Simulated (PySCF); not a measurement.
**How the functional moves excitation energies**

Species: dimethylphosphine, C2H7P.
Z-matrix (Å and degrees, PBE0-D3(BJ)/def2-SVP geometry), rows numbered from 1:
```
C 
P   1  1.8543
C   2  1.8544  1   99.94
H   1  1.1002  2  109.43  3  -169.54
H   1  1.1008  2  108.85  3    73.29
H   1  1.1008  2  113.36  3   -47.73
H   2  1.4302  1   96.95  3    98.35
H   3  1.1002  2  109.42  1   169.62
H   3  1.1008  2  113.35  1    47.82
H   3  1.1008  2  108.84  1   -73.21
```

Linear-response calculations in the def2-SVPD basis (PySCF; singlets by full response, triplets Tamm–Dancoff, core orbitals frozen in the response; HF means time-dependent Hartree–Fock). 'Strongest' is the level of largest summed f among the singlets computed (10 roots, of which the last may lack a degenerate partner); it can jump between rows when another state enters that window. S1 is the lowest singlet of each run and needn't be the same state throughout; f(S1) is that of one state. Isolated species at its PBE0-D3(BJ)/def2-SVP geometry, gas phase.

| functional | kind | S1 (eV) | f(S1) | strongest (eV) | T1 (eV) | HOMO (eV) | gap (eV) | ionisation energy, ΔSCF (eV) |
| --- | --- | --- | --- | --- | --- | --- | --- | --- |
| LDA | LDA | 5.52 | 0.021 | 6.70 | 5.04 | -5.61 | 5.30 | 8.99 |
| PBE | GGA | 5.56 | 0.021 | 7.04 | 4.96 | -5.56 | 5.35 | 8.85 |
| B3LYP | global hybrid, 20% exact exchange | 5.90 | 0.029 | 7.06 | 5.17 | -6.51 | 6.76 | 9.01 |
| HF | Hartree–Fock | 6.90 | 0.076 | 7.93 | 5.23 | -9.34 | 12.05 | not settled |

Problem. What does PBE0 (global hybrid, 25% exact exchange) give?

Solution. S1 (eV) 6.09, f(S1) 0.033, strongest (eV) 7.28, T1 (eV) 5.18, HOMO (eV) -6.69, gap (eV) 7.23, ionisation energy, ΔSCF (eV) 8.92. S1 runs from 5.52 eV (LDA) to 6.90 eV (HF), a spread of 1.37 eV, while the orbital gap spreads over 6.8 eV. Along PBE (0%), B3LYP (20%), PBE0 (25%), HF (100%) S1 rises with the share of exact exchange. −ε(HOMO) comes closest to its own ΔSCF ionisation energy with PBE0 (-2.22 eV) and misses most with LDA (-3.38 eV). 'Not settled' means that the ion's SCF failed to converge or may have ended in another state than the lowest.
